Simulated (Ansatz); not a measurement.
Energy needed to pull apart P2H4 (SMILES PP), singlet, into free ground-state atoms, from the structure below (displaced at random from its PBE0-D4/def2-TZVP minimum); no zero-point or spin–orbit terms; open-shell atoms are treated unrestricted, in their ground-state multiplicity.

P1  (0.243, -1.026, 0.005)
P2  (-0.373, 0.931, 0.073)
H3  (-0.421, -1.512, 0.891)
H4  (-0.434, -1.362, -1.102)
H5  (0.581, 1.581, -1.024)
H6  (0.601, 1.428, 1.056)
(Å)

Computed with Ansatz 0.2.0 (basis: def2-TZVPP); correlated methods freeze the cores.

| method | atomization energy (kJ/mol) |
| --- | --- |
| PBE-D4 | 1428 |
| r2SCAN-D4 | 1416 |
| PBE0-D4 | 1410 |
| wB97M-V | ? |
| HF | ? |
| MP2 | 1317 |
| CCSD | 1338 |
| CCSD(T) | 1358 |

What does wB97M-V give? (Judge from chemistry; the value comes from the calculation.)

By the calculation: 1451 kJ/mol, which is about 93 kJ/mol more than CCSD(T)/def2-TZVPP.

What does HF give? (To be estimated.)

The calculation gives: 913 kJ/mol, which is about 446 kJ/mol less than CCSD(T)/def2-TZVPP.

In triple zeta the MP2 and coupled-cluster atomization energies are still short of their basis limit by a few kcal/mol a bond, whereas those of the functionals are nearly converged, so these differences are not deviations from converged CCSD(T).

No T1 diagnostic of these runs exceeds 0.015.

For scale, one of the runs: CCSD(T)/def2-TZVPP forces, 140 basis functions (an equivalent command: `ansatz run in.yaml --threads 2`). Hardware: 2 CPU threads, shared host. Wall time 35 s; peak host memory 1.2 GiB.
